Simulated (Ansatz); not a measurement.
# CH₅NSi (SMILES C=[SiH]N): single points off equilibrium

One table from this session's results is given with a row withheld; the runs are named, their logs left out.

The runs use Ansatz 0.2.0, Gaussian basis; single points in def2-TZVPP.

Cores are frozen in the correlated methods.

## The starting structure

SMILES `C=[SiH]N`, 8 atoms, charge 0, spin multiplicity 1.

Atoms are counted from 1 here; the program's logs count them from 0.

Bond lengths: C1–Si2 1.733 Å, C1–H4 1.078 Å, C1–H5 1.096 Å, Si2–N3 1.723 Å, Si2–H6 1.440 Å, N3–H7 0.981 Å, N3–H8 1.015 Å. Angles: Si2–C1–H4 121.6°, Si2–C1–H5 121.8°, H4–C1–H5 116.6°, C1–Si2–N3 124.7°, C1–Si2–H6 131.5°, N3–Si2–H6 103.8°, Si2–N3–H7 125.7°, Si2–N3–H8 122.2°, H7–N3–H8 112.1°.

Coordinates:

```mol
CH5NSi
  3D, bonds by distance, orders not assigned

  8  7  0  0  0  0  0  0  0  0999 V2000
   -1.0845    0.7624   -0.8756 C   0  0
    0.2905    0.4622    0.1364 Si  0  0
    0.7700   -1.0926    0.7044 N   0  0
   -1.7187   -0.0382   -1.2192 H   0  0
   -1.3442    1.7728   -1.2126 H   0  0
    1.2668    1.3532    0.7070 H   0  0
    1.5460   -1.2789    1.2753 H   0  0
    0.2466   -1.9337    0.4838 H   0  0
  1  2  8  0
  1  4  8  0
  1  5  8  0
  2  3  8  0
  2  6  8  0
  3  7  8  0
  3  8  8  0
M  END
```

The first run:

File run/in.yaml:

```yaml
crystal:
  periodic: [false, false, false]
  atoms:
    - {symbol: C, position_ang: [-1.084500, 0.762400, -0.875600]}
    - {symbol: Si, position_ang: [0.290500, 0.462200, 0.136400]}
    - {symbol: N, position_ang: [0.770000, -1.092600, 0.704400]}
    - {symbol: H, position_ang: [-1.718700, -0.038200, -1.219200]}
    - {symbol: H, position_ang: [-1.344200, 1.772800, -1.212600]}
    - {symbol: H, position_ang: [1.266800, 1.353200, 0.707000]}
    - {symbol: H, position_ang: [1.546000, -1.278900, 1.275300]}
    - {symbol: H, position_ang: [0.246600, -1.933700, 0.483800]}
basis:
  gaussian: {orbitals: def2-TZVPP}
correlation: {method: ccsd_t}
output: {forces: true}
```

No record of the launch command was kept for these runs.

Among the steps run: CCSD(T)/def2-TZVPP; PBE0-D4/def2-TZVPP; wB97M-V/def2-TZVPP; r2SCAN-D4/def2-TZVPP; PBE-D4/def2-TZVPP; CAM-B3LYP-D4/def2-TZVPP; B97M-V/def2-TZVPP.

One table of the session follows, with a row left open; its other results are not shown here.

```
      method  RMS force component (eV/Å)  angle to CCSD(T) forces (°)  dipole (D)
     CCSD(T)                       0.608                    reference        2.35
     PBE0-D4                       0.679                          8.3        2.47
     wB97M-V                       0.674                         11.6        2.56
   r2SCAN-D4                           ?                            ?           ?
      PBE-D4                       0.660                         12.2        2.40
CAM-B3LYP-D4                       0.700                         12.2        2.54
      B97M-V                       0.661                         11.7        2.42
```

Q: Estimate the row for r2SCAN-D4 from the others.

The run gave: RMS force component (eV/Å): 0.656; angle to CCSD(T) forces (°): 6.3; dipole (D): 2.46. In the column «RMS force component (eV/Å)» it lies between CCSD(T) (0.608) and PBE-D4 (0.660).
